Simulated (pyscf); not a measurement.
A first-order saddle from PySCF, ωB97X-D3(BJ)/def2-SVP:

```xyz
10

O      0.4381     0.6656     0.7774
Si    -0.5594    -0.4012    -0.3215
O      0.1867    -1.2401    -1.5215
F     -2.1782    -0.1682    -0.3173
F     -0.5597    -1.5671     0.8255
H      0.3137     0.6669     1.7347
H      0.3773    -0.6830    -2.2838
O     -0.3577     1.2487    -1.1723
H      0.1654     1.4585     0.0405
H     -1.2070     1.6494    -1.3956
```
Charge 0, spin multiplicity 1.

Surface: singlet, charge 0. Lowest wavenumbers (cm⁻¹): 899i, 115, 190, 322, 356.

**Question.** Which two sides does it connect, and which bonds change?

**Answer.** H₂O (SMILES O) + HO–Si(OH)(F)–F (SMILES O[Si](O)(F)F) ⇌ HO–Si(OH)(F)–F (SMILES O[Si](O)(F)F) + H₂O (SMILES O), a four-centre exchange read from left to right: H–O, O–Si broken and O–Si, H–O formed. At ωB97M-D3(BJ)/def2-TZVP it lies +19.0 kcal/mol from the left side and +19.0 kcal/mol from the right (each side as separated species at their lowest minima found). On the reactant side the descent ends in a bound adduct (not fully relaxed), 8.5 kcal/mol under the separated species and 27.5 kcal/mol under the saddle at ωB97X-D3(BJ)/def2-TZVP. On the product side the descent ends in a bound adduct, 8.5 kcal/mol under the separated species and 27.5 kcal/mol under the saddle at ωB97X-D3(BJ)/def2-TZVP. This is the saddle that the search found; another between the same sides may lie lower.
